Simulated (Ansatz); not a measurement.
# AlN₂H (quintet): wave-function methods side by side, def2-QZVPP

One table from this session's results is given with a row withheld; the runs are named, their logs left out.

Computed with Ansatz 0.2.0, Gaussian basis. Level: def2-QZVPP, core rule «outside noble gas», up to 7 orbitals frozen.

To be run: UHF; ROHF; CCSD(T) on UHF.

2 further runs of the same task are left out: 2 set aside as unsound or not needed.

## The geometry

The geometry is a PBE0/def2-TZVP stationary point (not a proven minimum) of the parent state, kept for this charge and spin.

4 atoms, charge 0, spin multiplicity 5.

Atoms are counted from 1 here; the program's logs count them from 0.

Bond lengths: Al1–N2 1.879 Å, N2–N3 1.296 Å, N2–H4 1.026 Å. Angles: Al1–N2–N3 128.0°, Al1–N2–H4 118.8°, N3–N2–H4 113.2°.

Set-up of the first run:

File in.yaml:

```yaml
crystal:
  periodic: [false, false, false]
  atoms:
    - {symbol: Al, position_ang: [0.000000, -0.079269, 1.203465]}
    - {symbol: N, position_ang: [0.000000, 0.413422, -0.609656]}
    - {symbol: N, position_ang: [0.000000, -0.362251, -1.647435]}
    - {symbol: H, position_ang: [0.000000, 1.410865, -0.850200]}
basis:
  gaussian: {orbitals: "def2-QZVPP.json"}
magnetization: {spin_polarized: true, initial_magnetization: 4}
hamiltonian: {xc: hf}
output: {orbitals: {seedname: orbitals}}
```

Launch:

```console
> ansatz run in.yaml --threads 1 --pin off --events-out ev --progress --plain --max-ram 2393MiB
```

Among the steps run: UHF; ROHF; CCSD(T) on UHF.

One table of the session follows, with a row left open; its other results are not shown here.

```
  method  from UCCSD(T) (kJ/mol)
    ROHF                 +1187.5
     UHF                 +1154.9
    UMP2                       ?
   UCCSD                   +52.3
UCCSD(T)                       0
```

Estimate the missing values for UMP2.

As computed: from UCCSD(T) (kJ/mol): +103.3. In the column «from UCCSD(T) (kJ/mol)» it lies between UCCSD (+52.3) and UHF (+1154.9).
